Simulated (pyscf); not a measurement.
Four-centre exchange: HS–GeH₃ + H₂S → HS–SH + germane (GeH₄)

Gas phase, singlet surface, charge 0. Bonds broken: S1–Ge2, S7–H8. Bonds formed: S1–S7, Ge2–H8. Single points on ωB97X-D3(BJ)/def2-SVP structures (PySCF, gas phase). MP2 and CC: frozen core, UHF for open shells. ΔMP2 is the change of the MP2 total energy from the triple- to the quadruple-zeta basis.

Transition state (Å):

```xyz
9

S     -0.5922     1.5110     0.5370
Ge     0.7002    -0.4000    -0.1848
H      0.0158     1.5413     1.7401
H      0.1662    -0.9854    -1.4967
H      1.3925    -1.3559     0.8043
H      1.8327     0.5882    -0.5928
S     -2.2269    -0.1356     1.2440
H     -0.8875    -0.9115     0.6323
H     -2.8130     1.0934     1.4849
```

One imaginary mode, 1135i cm⁻¹; descent along it reached the two sides named.

| bond | change | reactant side (Å) | saddle | product side |
|---|---|---|---|---|
| S1–Ge2 | breaks | 2.232 | 2.417 | 3.6 |
| S7–H8 | breaks | 1.350 | 1.664 | 3.1 |
| S1–S7 | forms | 3.9 | 2.426 | 2.069 |
| Ge2–H8 | forms | 3.2 | 1.857 | 1.534 |

Electronic energies relative to the separated reactants (kcal/mol):

| level | barrier | reaction energy | reverse barrier |
|---|---|---|---|
| ωB97X-D3(BJ)/def2-TZVP | 91.5 | +21.0 | 70.4 |
| PBE/def2-TZVP | 74.7 | +17.9 | 56.8 |
| r²SCAN/def2-TZVP | 81.1 | +19.6 | 61.5 |
| B3LYP-D3(BJ)/def2-TZVP | 83.3 | +19.0 | 64.3 |
| PBE0-D3(BJ)/def2-TZVP | 82.7 | +19.5 | 63.1 |
| M06-2X/def2-TZVP | 90.1 | +21.3 | 68.8 |
| ωB97M-D3(BJ)/def2-TZVP | 91.3 | +19.6 | 71.7 |
| HF/def2-TZVP | 121.8 | +21.8 | 100.1 |
| MP2/def2-QZVPP | 90.5 | +22.0 | 68.6 |
| CCSD/def2-TZVPP | 98.0 | +22.0 | 76.0 |
| CCSD(T)/def2-TZVPP | 91.7 | +21.7 | 69.9 |
| CCSD(T)/def2-TZVPP + ΔMP2(QZVPP) | 90.6 | +21.1 | 69.5 |

With CCSD(T)/def2-TZVPP + ΔMP2(QZVPP) energies and thermal terms (ideal gas, 1 atm, RRHO with modes under 100 cm⁻¹ raised to 100, one conformer, R ln 2 for chiral ones without a mode under 150 cm⁻¹), in kcal/mol:

```tsv
T (K)	ΔH‡	ΔG‡	ΔH	ΔG
298	89.3	100.3	+20.9	+22.1
600	89.6	111.4	+20.6	+23.5
900	90.4	122.1	+20.5	+25.0
1200	91.3	132.5	+20.6	+26.5
```

The same reactants have a lower exit, to HS–GeH₃ + H₂S (barrier +40.4 kcal/mol at ωB97M-D3(BJ)/def2-TZVP, against +91.3 kcal/mol here). This is the saddle that the search found; another between the same sides may lie lower. The CCSD(T) − MP2 part came from Ansatz, without density fitting, on the same reference. The frozen core leaves the outer d or s,p core shells of the metals and heavy elements correlated in the MP2 and CC values, and def2-TZVPP describes them poorly, which can shift differences by a few kcal/mol. Elements up to Kr have no core potential and no relativistic terms here.
